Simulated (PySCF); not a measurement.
Species: CCl₃F.
Bonds: F1–C2, C2–Cl3, C2–Cl4, C2–Cl5.

The same species was optimised twice, with GFN2-xTB and with PBE0-D3(BJ)/def2-SVP (PySCF), and the same property calculations (PySCF, gas phase) were run on both structures.

| coordinate | GFN2-xTB | PBE0-D3(BJ)/def2-SVP | change |
| --- | --- | --- | --- |
| F1–C2 (Å) | 1.337 | 1.326 | -0.011 |
| C2–Cl3 (Å) | 1.771 | 1.766 | -0.005 |
| C2–Cl5 (Å) | 1.771 | 1.767 | -0.004 |
| C2–Cl4 (Å) | 1.771 | 1.767 | -0.004 |
| F1–C2–Cl4 (°) | 108.5 | 108.6 | +0.1 |
| Cl4–C2–Cl5 (°) | 110.4 | 110.3 | -0.1 |
| F1–C2–Cl5 (°) | 108.6 | 108.6 | 0.0 |
| Cl3–C2–Cl4 (°) | 110.4 | 110.3 | -0.1 |
| Cl3–C2–Cl5 (°) | 110.4 | 110.3 | -0.1 |
| F1–C2–Cl3 (°) | 108.5 | 108.6 | +0.1 |

Rotational constants: A = 2444, B = 2444, C = 1709 MHz (GFN2-xTB) against A = 2462, B = 2461, C = 1719 MHz (PBE0-D3(BJ)/def2-SVP). Point groups within 0.08 Å: C3v and C3v. Atoms that the bonding makes alike are paired by their places after alignment.

On the GFN2-xTB structure: HOMO (eV) -9.28 [PBE0/pcSseg-1]; LUMO (eV) -1.38 [PBE0/pcSseg-1]; dipole (D) 0.41 [PBE0/pcSseg-1]; GIAO shielding of F1 (ppm) 170.9 [PBE0/pcSseg-1]; GIAO shielding of C2 (ppm) 39.0 [PBE0/pcSseg-1]; GIAO shielding of Cl3/Cl4/Cl5 (mean) (ppm) 386.7 [PBE0/pcSseg-1].

Task: What do these properties become on the PBE0-D3(BJ)/def2-SVP structure?

Result: 
| property | level | on GFN2-xTB | on PBE0-D3(BJ)/def2-SVP | change |
| --- | --- | --- | --- | --- |
| HOMO (eV) | PBE0/pcSseg-1 | -9.28 | -9.26 | +0.02 |
| LUMO (eV) | PBE0/pcSseg-1 | -1.38 | -1.32 | +0.06 |
| dipole (D) | PBE0/pcSseg-1 | 0.41 | 0.36 | -0.05 |
| energy, GFN2-xTB geometry as zero (kcal/mol) | PBE0/pcSseg-1 | 0.0 | 0.0 | 0.0 |
| GIAO shielding of F1 (ppm) | PBE0/pcSseg-1 | 170.9 | 177.2 | +6.3 |
| GIAO shielding of C2 (ppm) | PBE0/pcSseg-1 | 39.0 | 41.4 | +2.4 |
| GIAO shielding of Cl3/Cl4/Cl5 (mean) (ppm) | PBE0/pcSseg-1 | 386.7 | 394.2 | +7.5 |

The heavy atoms differ by 0.006 Å rms after alignment. Among all bonds F1–C2 changes most (-0.011 Å). Changes are differences of the printed values. Neither structure is proved a minimum here.
